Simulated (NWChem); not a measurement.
**NH (imidogen) at UBP86/aug-cc-pVDZ**

Aim: the vertical ionisation energy of NH (imidogen) at UBP86/aug-cc-pVDZ, from 2 runs. 

The results are computed with NWChem 7.3.0.

8 further runs of the same task are left out: 8 set aside as unsound or not needed.

### 1 The system as given

NH has 2 atoms, charge 0, and is taken as a triplet. SMILES: `[NH]`. The bond length is the measured one.

Bond lengths: N1–H2 1.036 Å.

### 2 A single-point energy at UBP86/aug-cc-pVDZ

Contents of mol.nw:

```
start mol
title "imidogen"
memory total 2200 mb

geometry units angstroms noautosym nocenter noautoz
 N      0.000000     0.000000     0.000000
 H      0.000000     0.000000     1.036210
end

basis spherical bse
 N library aug-cc-pVDZ
 H library aug-cc-pVDZ
end

dft
 xc becke88 perdew86
 mult 3
 grid fine
 convergence energy 1e-08
 maxiter 100
 mulliken
 noprint "final vectors analysis"
end

task dft energy
```

The run is started by

```sh
nwchem mol.nw > mol.out
```

Standard output:

```text
Northwest Computational Chemistry Package (NWChem) 7.3.0
             --------------------------------------------------------

           Job information
           ---------------

    nwchem branch   = 7.3.0
    use scalapack   = T
    input           = mol.nw
    prefix          = mol.
    data base       = ./mol.db
    status          = startup
    nproc           =        1

           Memory information
           ------------------

    heap     =     72089600 doubles =      550.0 Mbytes
    stack    =     72089597 doubles =      550.0 Mbytes
    global   =    144179200 doubles =     1100.0 Mbytes (distinct from heap & stack)
    total    =    288358397 doubles =     2200.0 Mbytes
    verify   = yes
    hardfail = no

           Directory information
           ---------------------

  0 permanent = .
  0 scratch   = .

                                NWChem Input Module
                                -------------------

                                     imidogen
                                     --------

 Scaling coordinates for geometry "geometry" by  1.889725989
 (inverse scale =  0.529177249)

                             Geometry "geometry" -> ""
                             -------------------------

 Output coordinates in angstroms (scale by  1.889725989 to convert to a.u.)

  No.       Tag          Charge          X              Y              Z
 ---- ---------------- ---------- -------------- -------------- --------------
    1 N                    7.0000     0.00000000     0.00000000     0.00000000
    2 H                    1.0000     0.00000000     0.00000000     1.03621000

      Atomic Mass
      -----------

      N                 14.003070
      H                  1.007825

 Effective nuclear repulsion energy (a.u.)       3.5747973316

            Nuclear Dipole moment (a.u.)
            ----------------------------
        X                 Y               Z
 ---------------- ---------------- ----------------
     0.0000000000     0.0000000000     1.9581529666

            XYZ format geometry
            -------------------
     2
 geometry
 N                     0.00000000     0.00000000     0.00000000
 H                     0.00000000     0.00000000     1.03621000

 ==============================================================================
                                internuclear distances
 ------------------------------------------------------------------------------
       center one      |      center two      | atomic units |  angstroms
 ------------------------------------------------------------------------------
    2 H                |   1 N                |     1.95815  |     1.03621
 ------------------------------------------------------------------------------
                         number of included internuclear distances:          1
 ==============================================================================

                      Basis "ao basis" -> "" (spherical)
                      -----
  [basis functions not shown]

 Summary of "ao basis" -> "" (spherical)
 ------------------------------------------------------------------------------
       Tag                 Description            Shells   Functions and Types
 ---------------- ------------------------------  ------  ---------------------
 N                        aug-cc-pVDZ                9       23   4s3p2d
 H                        aug-cc-pVDZ                5        9   3s2p

  perdew86 is a nonlocal functional; adding perdew81 local functional.

                                 NWChem DFT Module
                                 -----------------

                                     imidogen

 Summary of "ao basis" -> "ao basis" (spherical)
 ------------------------------------------------------------------------------
       Tag                 Description            Shells   Functions and Types
 ---------------- ------------------------------  ------  ---------------------
 N                        aug-cc-pVDZ                9       23   4s3p2d
 H                        aug-cc-pVDZ                5        9   3s2p

  Caching 1-el integrals
  itol2e modified to match energy
  convergence criterion.
  tol_rho modified to match energy
  convergence criterion.

            General Information
            -------------------
          SCF calculation type: DFT
          Wavefunction type:  spin polarized.
          No. of atoms     :     2
          No. of electrons :     8
           Alpha electrons :     5
            Beta electrons :     3
          Charge           :     0
          Spin multiplicity:     3
          Use of symmetry is: off; symmetry adaption is: off
          Maximum number of iterations: 100
          AO basis - number of functions:    32
                     number of shells:    14
          Convergence on energy requested:  1.00D-08
          Convergence on density requested:  1.00D-05
          Convergence on gradient requested:  5.00D-04

              XC Information
              --------------
                    Becke 1988 Exchange Functional  1.000
                Perdew 1981 Correlation Functional  1.000 local
                Perdew 1986 Correlation Functional  1.000 non-local

             Grid Information
             ----------------
          Grid used for XC integration:  fine
          Radial quadrature: Mura-Knowles
          Angular quadrature: Lebedev.
          Tag              B.-S. Rad. Rad. Pts. Rad. Cut. Ang. Pts.
          ---              ---------- --------- --------- ---------
          N                   0.65       70          10.0       590
          H                   0.35       60          10.0       590
          Grid pruning is: on
          Number of quadrature shells:   130
          Spatial weights used:  Erf1

          Convergence Information
          -----------------------
          Convergence aids based upon iterative change in
          total energy or number of iterations.
          Levelshifting, if invoked, occurs when the
          HOMO/LUMO gap drops below (HL_TOL):  1.00D-02
          DIIS, if invoked, will attempt to extrapolate
          using up to (NFOCK): 10 stored Fock matrices.

                    Damping( 0%)  Levelshifting(0.5)       DIIS
                  --------------- ------------------- ---------------
          dE  on:    start            ASAP                start
          dE off:    2 iters        100 iters           100 iters

      Screening Tolerance Information
      -------------------------------
          Density screening/tol_rho:  1.00D-11
          AO Gaussian exp screening on grid/accAOfunc:  18
          CD Gaussian exp screening on grid/accCDfunc:  20
          XC Gaussian exp screening on grid/accXCfunc:  20
          Schwarz screening/accCoul:  1.00D-09

      Superposition of Atomic Density Guess
      -------------------------------------

 Sum of atomic energies:         -54.80204614

      Non-variational initial energy
      ------------------------------

 Total energy =     -54.567419
 1-e energy   =     -81.119077
 2-e energy   =      22.976861
 HOMO         =      -0.246769
 LUMO         =      -0.246769

   Time after variat. SCF:      0.1

     ---------------------------------------------
      Total Density - Mulliken Population Analysis
     ---------------------------------------------

    Atom       Charge   Shell Charges
 -----------   ------   -------------------------------------------------------
    1 N    7     7.11   2.00  0.90  0.93  0.02  1.81  1.29  0.15  0.01 -0.01
    2 H    1     0.89   0.67  0.16  0.01  0.04  0.01

     --------------------------------------------
      Spin Density - Mulliken Population Analysis
     --------------------------------------------

    Atom       Charge   Shell Charges
 -----------   ------   -------------------------------------------------------
    1 N    7     1.96   0.00  0.00  0.00  0.00  1.03  0.82  0.11  0.00  0.00
    2 H    1     0.04   0.00  0.00  0.00  0.02  0.02
   Time prior to 1st pass:      0.1

 Grid_pts file          = ./mol.gridpts.0
 Record size in doubles =  12289        No. of grid_pts per rec  =   3070
 Max. records in memory =     29        Max. recs in file   = *********

           Memory utilization after 1st SCF pass:
           Heap Space remaining (MW):       38.18            38176928
          Stack Space remaining (MW):       72.09            72089196

   convergence    iter        energy       DeltaE   RMS-Dens  Diis-err    time
 ---------------- ----- ----------------- --------- --------- ---------  ------
 d= 0,ls=0.0,diis     1    -55.2022831530 -5.88D+01  8.17D-03  6.47D-02     0.3
                                                     4.93D-03  2.29D-02
 d= 0,ls=0.0,diis     2    -55.2137352838 -1.15D-02  3.70D-03  2.85D-02     0.4
                                                     2.88D-03  1.98D-02
 d= 0,ls=0.0,diis     3    -55.2246368862 -1.09D-02  1.35D-03  3.69D-03     0.7
                                                     9.91D-04  1.55D-03
 d= 0,ls=0.0,diis     4    -55.2260052211 -1.37D-03  2.26D-04  1.48D-04     0.9
                                                     2.98D-04  1.24D-04
 d= 0,ls=0.0,diis     5    -55.2260866524 -8.14D-05  2.38D-05  3.93D-07     1.1
                                                     2.81D-05  4.48D-07
 d= 0,ls=0.0,diis     6    -55.2260871656 -5.13D-07  6.25D-06  2.18D-08     1.3
                                                     2.79D-06  5.28D-09
 d= 0,ls=0.0,diis     7    -55.2260871820 -1.64D-08  6.47D-07  2.07D-10     1.5
                                                     1.54D-06  1.01D-09
 d= 0,ls=0.0,diis     8    -55.2260871828 -7.85D-10  5.73D-08  2.00D-12     1.6
                                                     7.81D-08  2.02D-12

         Total DFT energy =      -55.226087182808
      One electron energy =      -81.554871091233
           Coulomb energy =       29.918998146522
    Exchange-Corr. energy =       -7.165011569716
 Nuclear repulsion energy =        3.574797331620

 Numeric. integr. density =        7.999999963098

     Total iterative time =      1.6s

     ---------------------------------------------
      Total Density - Mulliken Population Analysis
     ---------------------------------------------

    Atom       Charge   Shell Charges
 -----------   ------   -------------------------------------------------------
    1 N    7     7.07   2.01  0.88  0.94  0.06  2.02  1.08  0.08  0.01 -0.01
    2 H    1     0.93   0.75  0.12  0.00  0.04  0.01

     --------------------------------------------
      Spin Density - Mulliken Population Analysis
     --------------------------------------------

    Atom       Charge   Shell Charges
 -----------   ------   -------------------------------------------------------
    1 N    7     2.06   0.00  0.04  0.00 -0.01  1.22  0.73  0.06  0.00  0.01
    2 H    1    -0.06  -0.05 -0.03 -0.00  0.01  0.01

     -------------------------------------------
      Total Density - Lowdin Population Analysis
     -------------------------------------------

    Atom       Charge   Shell Charges
 -----------   ------   -------------------------------------------------------
    1 N    7     6.78   1.91  0.83  0.64  0.12  1.89  1.20  0.16  0.01  0.02
    2 H    1     1.22   0.56  0.20  0.03  0.12  0.31

     ------------------------------------------
      Spin Density - Lowdin Population Analysis
     ------------------------------------------

    Atom       Charge   Shell Charges
 -----------   ------   -------------------------------------------------------
    1 N    7     1.88   0.00  0.03 -0.00 -0.01  1.15  0.63  0.07  0.00 -0.00
    2 H    1     0.12  -0.02 -0.01 -0.00  0.05  0.11

   alpha - beta orbital overlaps
   -----------------------------

   alpha      1      2      3      4      5      6      7      8      9     10
    beta      1      2      3      4      5      6      8      9      7     10
 overlap   1.000  0.996  0.997  0.992  0.992  0.996  0.991  0.991  0.994  0.990

   alpha     11     12     13     14     15     16     17     18     19     20
    beta     11     12     13     14     15     16     17     18     19     20
 overlap   0.996  0.997  0.997  0.994  1.000  1.000  0.995  0.996  0.996  0.999

   alpha     21     22     23     24     25     26     27     28     29     30
    beta     21     22     23     24     25     26     27     28     29     30
 overlap   0.995  0.995  0.998  1.000  1.000  0.995  0.994  1.000  1.000  1.000

   alpha     31     32
    beta     31     32
 overlap   1.000  0.999

     --------------------------
     Expectation value of S2:
     --------------------------
      <S2> =      2.0047 (Exact =     2.0000)

 center of mass
 --------------
 x =   0.00000000 y =   0.00000000 z =   0.13146954

 moments of inertia (a.u.)
 ------------------
           3.604915006567           0.000000000000           0.000000000000
           0.000000000000           3.604915006567           0.000000000000
           0.000000000000           0.000000000000           0.000000000000

     Multipole analysis of the density
     ---------------------------------

     L   x y z        total         alpha         beta         nuclear
     -   - - -        -----         -----         ----         -------
     0   0 0 0     -0.000000     -5.000000     -3.000000      8.000000

     1   1 0 0      0.000000      0.000000      0.000000      0.000000
     1   0 1 0     -0.000000     -0.000000     -0.000000      0.000000
     1   0 0 1      0.582392     -0.757436     -0.618325      1.958153

     2   2 0 0     -4.814762     -3.516669     -1.298093      0.000000
     2   1 1 0     -0.000000     -0.000000     -0.000000      0.000000
     2   1 0 1     -0.000000     -0.000000     -0.000000      0.000000
     2   0 2 0     -4.814762     -3.516669     -1.298093      0.000000
     2   0 1 1      0.000000      0.000000      0.000000      0.000000
     2   0 0 2     -4.261942     -4.488249     -3.608057      3.834363

 Task  times  cpu:        1.6s     wall:        1.6s
 Total times  cpu:        1.6s     wall:        1.6s
```

It took 2.2 s on 1 thread of Intel Xeon Platinum 8375C at 2.90GHz (Ice Lake), shared host; peak memory 0.1 GiB.

(Part 1 of 2 ends here.)
